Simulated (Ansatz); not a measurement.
**NH4 (doublet): the correlation ladder at distance N1–H4 along a hydrogen transfer = 1.519 Å, cc-pVTZ**

Aim: climb from Hartree-Fock through coupled cluster and multireference methods for NH4 (doublet) at one geometry and basis, and see what each rung misses.

Computed with Ansatz 0.2.0, Gaussian basis. Level: cc-pVTZ, core rule «outside noble gas», up to 1 orbitals frozen.

Plan: UHF; CCSD(T) on ROHF; CCSD(T) on UHF; BCCD(T) on ROHF; CISD; CCSDT(Q) on ROHF; CCSDT(Q) on UHF; CASSCF and MRCISD+Q, 3 electrons in 3 orbitals; CASSCF and NEVPT2, 3 electrons in 3 orbitals; CASSCF and MRCISD+Q, 9 electrons in 8 orbitals; CASSCF and NEVPT2, 9 electrons in 8 orbitals.

### Step 1. The geometry

The geometry derives from fragments relaxed apart (PBE0/def2-TZVP) and kept rigid, so it is no stationary point. A hydrogen atom is moved between rigid fragments.

5 atoms, charge 0, spin multiplicity 2.

Atoms are counted from 1 here; the program's logs count them from 0.

Bond lengths: N1–H2 1.012 Å, N1–H3 1.012 Å, H4–H5 0.745 Å. Angles: H2–N1–H3 107.1°.

As a file:

```xyz
5
charge 0, multiplicity 2
N    -0.1782   -0.0316   -0.0492
H    -0.4754    0.9362   -0.0492
H    -0.4754   -0.4339    0.8311
H     1.3408   -0.0316   -0.0492
H     2.0858   -0.0316   -0.0492
```

### Step 2. UHF

in.yaml

```yaml
crystal:
  periodic: [false, false, false]
  atoms:
    - {symbol: N, position_ang: [-0.178161, -0.031601, -0.049186]}
    - {symbol: H, position_ang: [-0.475441, 0.936233, -0.049186]}
    - {symbol: H, position_ang: [-0.475441, -0.433900, 0.831073]}
    - {symbol: H, position_ang: [1.340839, -0.031600, -0.049187]}
    - {symbol: H, position_ang: [2.085839, -0.031600, -0.049187]}
basis:
  gaussian: {orbitals: cc-pVTZ}
magnetization: {spin_polarized: true, initial_magnetization: 1}
hamiltonian: {xc: hf}
output: {orbitals: {seedname: orbitals}}
```

The run is started by

```bash
$ ansatz run in.yaml --threads 1 --pin off --events-out ev --progress --plain --max-ram 4096MiB --backend cpu
```

Further steps of the session: CCSD(T) on ROHF; CCSD(T) on UHF; BCCD(T) on ROHF; CISD; CCSDT(Q) on ROHF; CCSDT(Q) on UHF; CASSCF and MRCISD+Q, 3 electrons in 3 orbitals; CASSCF and NEVPT2, 3 electrons in 3 orbitals; CASSCF and MRCISD+Q, 9 electrons in 8 orbitals; CASSCF and NEVPT2, 9 electrons in 8 orbitals.

**Question.** What will the summary of the whole plan be? Wanted: UCCSDT(Q) below the RHF energy; RMP2 from UCCSDT(Q); UMP2 from UCCSDT(Q); RCCSD from UCCSDT(Q); RCCSD(T) from UCCSDT(Q); UCCSD(T) from UCCSDT(Q); RCCSDT(Q) from UCCSDT(Q); NEVPT2 pair from UCCSDT(Q); MRCISD+Q pair from UCCSDT(Q).

The runs gave:

| quantity | value |
| --- | --- |
| UCCSDT(Q) below the RHF energy | -7.1883 eV |
| RMP2 from UCCSDT(Q) | +82.5 kJ/mol |
| UMP2 from UCCSDT(Q) | +83.4 kJ/mol |
| RCCSD from UCCSDT(Q) | +20.5 kJ/mol |
| RCCSD(T) from UCCSDT(Q) | +2.1 kJ/mol |
| UCCSD(T) from UCCSDT(Q) | +2.1 kJ/mol |
| RCCSDT(Q) from UCCSDT(Q) | +0.1 kJ/mol |
| NEVPT2 pair from UCCSDT(Q) | +85.9 kJ/mol |
| MRCISD+Q pair from UCCSDT(Q) | +6.9 kJ/mol |
| NEVPT2 valence from UCCSDT(Q) | +93.3 kJ/mol |
| levels within 1 kcal/mol (43 meV) | RCCSD(T), UCCSD(T), BCCD(T), RCCSDT, UCCSDT, RCCSDT(Q), MRCISD+Q valence |
| T1 diagnostic | 0.024 |
| effectively unpaired electrons | 1.01 |

**Reading.** RCCSD(T) misses by +2.1 kJ/mol, 0.3 % of the correlation energy. One determinant dominates. Of the multireference levels listed MRCISD+Q valence comes nearest in total energy (+3.4 kJ/mol), which doesn't show that its space is the better one. These misses are within one basis, not against nature; the frozen cores of restricted and unrestricted runs differ, which can shift their rows.
